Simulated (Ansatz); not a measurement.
CHF2 (`F[CH]F`) radical. The species carries charge 0 and has multiplicity 2. The geometry is a stationary point of PBE0-D4/def2-TZVP.

```xyz
4

F     0.882    0.375   -0.795
C    -0.127   -0.172   -0.140
F     0.264   -0.656    1.025
H    -1.019    0.453   -0.090
```

(1) What is the dipole moment at PBE/def2-TZVPP? (Best estimate.)

(2) And with r2SCAN, B3LYP, ωB97M-V? (An estimate is asked.)

(3) Give the Mulliken charges with PBE, ωB97M-V, r2SCAN in def2-TZVPP. (Estimate.)

Answers

(1) Computed: 1.19 D, with components (-1.03, 0.60, -0.01) D in this frame, pointing from negative to positive charge.

(2) Ansatz gave: r2SCAN 1.27 D, B3LYP 1.32 D, ωB97M-V 1.31 D.

(3) Computed: 
```json
{"atom": "F1", "PBE": "-0.12", "ωB97M-V": "-0.16", "r2SCAN": "-0.17"}
{"atom": "C2", "PBE": "0.15", "ωB97M-V": "0.20", "r2SCAN": "0.24"}
{"atom": "F3", "PBE": "-0.12", "ωB97M-V": "-0.16", "r2SCAN": "-0.17"}
{"atom": "H4", "PBE": "0.10", "ωB97M-V": "0.12", "r2SCAN": "0.09"}
```

B3LYP here is the variant with VWN-RPA as its local correlation; programs differ in this.
